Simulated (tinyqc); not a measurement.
The integration grid: Kohn-Sham B3LYP on finer and finer grids in the sto-3g basis, for H2F+, spin multiplicity 1. Computed by the program tinyqc with PySCF. Command: `OMP_NUM_THREADS=1 python tinyqc.py 111242 111243 out.jsonl`; one thread of a shared host (Intel(R) Xeon(R) Processor @ 2.60GHz), about 4 s.

Geometry (angstrom):
```
atom       x        y       z
F     0.0000   0.0000  0.0000
H     0.0000   0.8320  0.5970
H     0.0000  -0.8320  0.5970
```

Self-consistent on each grid; the net force on the molecule should vanish.

Kohn-Sham energy on Becke grids (radial x angular points per atom):
```
grid       points  residual of the electron count  E (hartree)  E - finest (mhartree)  largest net force without grid terms (hartree/bohr)
10 x 14       416                       -2.82e-02   -99.085532             142.836726                                             9.91e-03
15 x 26      1164                        1.54e-02   -99.243575             -15.206109                                             3.24e-02
20 x 50      2992                        8.79e-04   -99.228424              -0.055448                                             2.71e-03
30 x 86      7728                        4.70e-04   -99.228698              -0.329158                                             5.21e-04
50 x 194    29078                        7.04e-06   -99.228368               0.000596                                             1.01e-04
75 x 302    67836                        3.08e-08   -99.228369              -0.000256                                             2.93e-05
120 x 590  212168                       -5.66e-08   -99.228369               0.000000                                             2.02e-07
```

The energy is within 0.1 mhartree of the finest grid first at 20 x 50. The error has both signs, since quadrature is not variational. The electron count and the net force are cheap signs of a poor grid.
